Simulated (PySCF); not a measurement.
## `COCC#[O+]`: 4 charge schemes on one density

C3H5O2 (charge +1).
SMILES with atom numbers: `[CH3:1][O:2][CH2:3][C:4]#[O+:5]` (hydrogens: H6, H7, H8 on C1; H9, H10 on C3)

Structure used (PBE0-D3(BJ)/def2-SVP), in Å, numbered top down from 1:
```xyz
10
C3H5O2 angstrom
C     -1.3773   -0.3257    0.0397
O     -0.2963    0.0245   -0.8289
C      0.7532    0.6634   -0.2658
C      1.7063   -0.3822    0.2401
O      2.3253   -1.2726    0.5021
H     -1.7567    0.5677    0.5600
H     -2.1580   -0.7411   -0.6069
H     -1.0698   -1.0931    0.7705
H      0.5402    1.3417    0.5878
H      1.3422    1.2230   -1.0207
```

Density: PBE0/pcSseg-1 (PySCF); schemes: Mulliken, IAO, Hirshfeld and ESP-fitted. Geometry: PBE0-D3(BJ)/def2-SVP, one conformer, isolated ion.

Problem. For which atoms does the sign change between the 4 schemes (beyond +0.03 e in one, beyond −0.03 e in another)?

Solution. C3.

Problem. Do the Mulliken, IAO, Hirshfeld and ESP-fitted schemes agree on where the charge is lowest?

Solution. All schemes agree: Mulliken O2 (-0.441); IAO O2 (-0.306); Hirshfeld O2 (-0.078); ESP-fitted O2 (-0.229).

Problem. What partial charge does each atom carry?

Solution. In e:

| atom | environment | Mulliken | IAO | Hirshfeld | ESP-fitted |
| --- | --- | --- | --- | --- | --- |
| C1 | methoxy carbon | -0.077 | -0.219 | -0.006 | -0.211 |
| O2 | ether oxygen | -0.441 | -0.306 | -0.078 | -0.229 |
| C3 | sp3 carbon bound to oxygen | +0.087 | -0.061 | +0.097 | +0.061 |
| C4 | triply bonded carbon | +0.477 | +0.604 | +0.430 | +0.529 |
| O5 | oxygen bonded to C | -0.012 | -0.007 | +0.089 | +0.009 |
| H6 | methyl hydrogen | +0.156 | +0.164 | +0.072 | +0.157 |
| H7 | methyl hydrogen | +0.193 | +0.210 | +0.092 | +0.198 |
| H8 | methyl hydrogen | +0.139 | +0.148 | +0.060 | +0.136 |
| H9 | methylene hydrogen | +0.223 | +0.214 | +0.114 | +0.156 |
| H10 | methylene hydrogen | +0.256 | +0.253 | +0.130 | +0.194 |

Mean size of the charges over all atoms: IAO 0.219 e, Mulliken 0.206 e, ESP-fitted 0.188 e, Hirshfeld 0.117 e. Each set sums to the total charge, 1, to within 0.001 e. The IAO scheme counts the electrons in orthogonalised intrinsic atomic orbitals, a minimal basis polarised so that it spans the occupied orbitals exactly. The ESP scheme is a least-squares fit of atom-centred charges to the potential on four shells outside the van der Waals surface, with the total charge fixed.

Problem. Sum the charges by element.

Solution. 
```tsv
element	atoms	Mulliken	IAO	Hirshfeld	ESP-fitted
C	3	+0.486	+0.323	+0.521	+0.379
O	2	-0.453	-0.313	+0.011	-0.219
H	5	+0.966	+0.989	+0.469	+0.840
```

Problem. How many electrons does the Mulliken scheme count on C3?

Solution. Z − q = 6 − (+0.087) = 5.913.

These values come from a run that also computed NMR shieldings. On an Arm Neoverse N1 with one thread, on a shared host, this took 12 s.
